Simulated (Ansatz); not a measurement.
# CH4 (singlet): the correlation ladder at a displaced geometry (v2), cc-pVTZ

How much of the correlation energy of CH4 (singlet) does each wave-function method recover here?

Computed with Ansatz 0.2.0, Gaussian basis. Level: cc-pVTZ, core rule «outside noble gas», up to 1 orbitals frozen.

The runs, in order: UHF; CCSD(T) on RHF; BCCD(T) on RHF; CCSDT(Q) on RHF; CASSCF and NEVPT2, 8 electrons in 8 orbitals.

10 further runs of the same task are left out: 3 that didn't finish, 7 set aside as unsound or not needed.

**1. The system**

The geometry is a PBE0/def2-TZVP stationary point (not a proven minimum) with its atoms shifted at random (size 0.100 Å).

5 atoms, charge 0, spin multiplicity 1.

Atoms are counted from 1 here; the program's logs count them from 0.

Bond lengths: C1–H2 1.016 Å, C1–H3 1.158 Å, C1–H4 1.036 Å, C1–H5 1.142 Å. Angles: H2–C1–H3 107.0°, H2–C1–H4 108.5°, H2–C1–H5 125.7°, H3–C1–H4 103.9°, H3–C1–H5 105.2°, H4–C1–H5 104.6°.

**2. UHF**

in.yaml

```yaml
crystal:
  periodic: [false, false, false]
  atoms:
    - {symbol: C, position_ang: [0.023026, 0.012154, 0.002804]}
    - {symbol: H, position_ang: [0.486188, 0.650539, 0.643619]}
    - {symbol: H, position_ang: [-0.696809, -0.638628, 0.635167]}
    - {symbol: H, position_ang: [-0.608714, 0.561000, -0.608066]}
    - {symbol: H, position_ang: [0.544960, -0.717743, -0.704127]}
basis:
  gaussian: {orbitals: cc-pVTZ}
magnetization: {spin_polarized: true, initial_magnetization: 0}
hamiltonian: {xc: hf}
output: {orbitals: {seedname: orbitals}}
```

Command:

```console
ansatz run in.yaml --threads 1 --pin off --events-out ev --progress --plain --max-ram 2393MiB
```

After this run come: CCSD(T) on RHF; BCCD(T) on RHF; CCSDT(Q) on RHF; CASSCF and NEVPT2, 8 electrons in 8 orbitals.

Q: Predict the results of all the runs planned. Wanted: RCCSDT(Q) below the RHF energy; RMP2 from RCCSDT(Q); RCCSD from RCCSDT(Q); RCCSD(T) from RCCSDT(Q); NEVPT2 valence from RCCSDT(Q); T1 diagnostic; effectively unpaired electrons.

**Answer**, as computed:

```
                         quantity                      value
   RCCSDT(Q) below the RHF energy                 -6.1573 eV
              RMP2 from RCCSDT(Q)                 +739.5 meV
             RCCSD from RCCSDT(Q)                 +188.4 meV
          RCCSD(T) from RCCSDT(Q)                  +15.0 meV
    NEVPT2 valence from RCCSDT(Q)                 +901.0 meV
levels within 1 kcal/mol (43 meV)  RCCSD(T), BCCD(T), RCCSDT
                    T1 diagnostic                      0.008
   effectively unpaired electrons                       0.01
```

RCCSD(T) lands +15.0 meV from the yardstick (0.2 % of the correlation energy). One determinant dominates. These misses are within one basis, not against nature.
